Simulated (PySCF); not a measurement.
One molecule, one basis, several functionals.

CH3BH2, CH5B.
Atom-mapped SMILES: `[BH2:1][CH3:2]` (hydrogens: H3, H4 on B1; H5, H6, H7 on C2)

PySCF, def2-SVPD basis, density fitting, gas phase, PBE0-D3(BJ)/def2-SVP geometry; singlet excitations by full TDDFT with frozen cores, triplets by Tamm–Dancoff TDDFT and ionisation energies by ΔSCF, from the lowest of the holes tried. One functional is left out:

```json
{"functional": "LDA", "exact exchange (%)": "0", "HOMO energy (eV)": "-7.52", "LUMO energy (eV)": "-2.55", "lowest singlet excitation (eV)": "5.21", "lowest triplet excitation (eV)": "4.67", "dipole moment (D)": "0.841", "mean polarisability (au)": "31.8", "vertical ionisation energy (eV)": "11.28"}
{"functional": "PBE", "exact exchange (%)": "0", "HOMO energy (eV)": "-7.55", "LUMO energy (eV)": "-2.28", "lowest singlet excitation (eV)": "5.45", "lowest triplet excitation (eV)": "4.77", "dipole moment (D)": "0.790", "mean polarisability (au)": "31.0", "vertical ionisation energy (eV)": "11.30"}
{"functional": "PBE0", "exact exchange (%)": "25", "HOMO energy (eV)": "-8.96", "LUMO energy (eV)": "-1.21", "lowest singlet excitation (eV)": "5.79", "lowest triplet excitation (eV)": "5.03", "dipole moment (D)": "0.725", "mean polarisability (au)": "29.8", "vertical ionisation energy (eV)": "11.63"}
{"functional": "BHandHLYP", "exact exchange (%)": "50", "HOMO energy (eV)": "-10.36", "LUMO energy (eV)": "-0.13", "lowest singlet excitation (eV)": "6.14", "lowest triplet excitation (eV)": "5.41", "dipole moment (D)": "0.640", "mean polarisability (au)": "29.0", "vertical ionisation energy (eV)": "11.87"}
```

Predict the row of B3LYP (20 % exact exchange) by straight lines through the other rows, and check it.

| property | line | computed | computed − line | PBE0 (25 %), for comparison |
| --- | --- | --- | --- | --- |
| HOMO energy (eV) | -8.67 | -8.80 | -0.13 | -8.96 |
| LUMO energy (eV) | -1.49 | -1.47 | +0.02 | -1.21 |
| lowest singlet excitation (eV) | 5.67 | 5.79 | +0.12 | 5.79 |
| lowest triplet excitation (eV) | 4.99 | 5.14 | +0.15 | 5.03 |
| dipole moment (D) | 0.745 | 0.703 | -0.042 | 0.725 |
| mean polarisability (au) | 30.3 | 30.2 | -0.1 | 29.8 |
| vertical ionisation energy (eV) | 11.53 | 11.67 | +0.14 | 11.63 |

Which of these properties follows the share of exact exchange most closely, and which least?

Most closely the HOMO energy, least the mean polarisability; the correlations over the tabulated rows are HOMO energy -1.000, vertical ionisation energy 0.996, LUMO energy 0.995, lowest triplet excitation 0.991, dipole moment -0.971, lowest singlet excitation 0.968, mean polarisability -0.952. The HOMO energy moves by -0.565 eV for every 10 %. Functionals with the same share still differ in their other parts: at 0 % LDA and PBE differ by 0.03 eV in it.
